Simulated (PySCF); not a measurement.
# H2ClOF: chlorine monofluoride and water

The system is a cluster of chlorine monofluoride and water, neutral, singlet.

Parts: 1 = chlorine monofluoride (FCl), atoms 1–2; 2 = water (O), atoms 3–5.

```xyz
5

Cl    0.809    0.395   -0.440
F    -0.521   -0.219    0.314
O     2.752    1.282   -1.570
H     3.468    0.675   -1.357
H     2.560    1.135   -2.502
```
(Å; atoms numbered from 1)

In these coordinates Cl1···O3 is 2.417 Å. Part 2 is then moved rigidly along that line, all else held; at short range other atoms may come into contact.

The starting structure comes from a short search with a few starts; no frequency run checks that it is a minimum, and another way of binding may lie lower.

Level of theory: CCSD(T)/aug-cc-pVDZ and MP2/aug-cc-pVTZ, aug-cc-pVQZ counterpoise interaction energy, frozen core, gas phase, in PySCF 2.14.0. Geometry: PBE0-D3(BJ)/def2-TZVPD.

Counterpoise energies in kJ/mol, cluster less the parts frozen as they stand in it; small is aug-cc-pVDZ, large aug-cc-pVQZ. Estimated limit: HF in aug-cc-pVQZ, MP2 correlation extrapolated as X⁻³ from aug-cc-pVTZ and aug-cc-pVQZ, and CCSD(T) less MP2 in aug-cc-pVDZ; it isn't the exact limit.

| Cl1···O3 (Å) | HF large | MP2 large | SCS-MP2 large | CCSD(T) small | CCSD(T) limit est. |
| --- | --- | --- | --- | --- | --- |
| 2.175 | ? | ? | ? | ? | ? |
| 2.296 | 1.4 | -18.7 | -12.4 | -5.7 | -16.0 |
| 2.417 | ? | ? | ? | ? | ? |
| 2.538 | -10.4 | -22.7 | -18.8 | -16.6 | -21.4 |
| 2.659 | -12.2 | -21.7 | -18.7 | -17.6 | -20.9 |
| 3.021 | -11.5 | -15.9 | -14.5 | -14.6 | -15.6 |
| 3.625 | -6.7 | -8.0 | -7.5 | -7.6 | -7.9 |
| 4.834 | -2.3 | -2.3 | -2.2 | -2.2 | -2.3 |

(1) Fill in the withheld rows.

Results:

(1) 
| Cl1···O3 (Å) | HF large | MP2 large | SCS-MP2 large | CCSD(T) small | CCSD(T) limit est. |
| --- | --- | --- | --- | --- | --- |
| 2.175 | 14.8 | -10.6 | -2.8 | 7.9 | -6.8 |
| 2.417 | -6.3 | -22.1 | -17.1 | -13.2 | -20.2 |

The 8 runs took 13 min in all, one thread each of Arm Neoverse N1 on a shared host, launched as `OMP_NUM_THREADS=1 python cluster_run.py task.json out`.
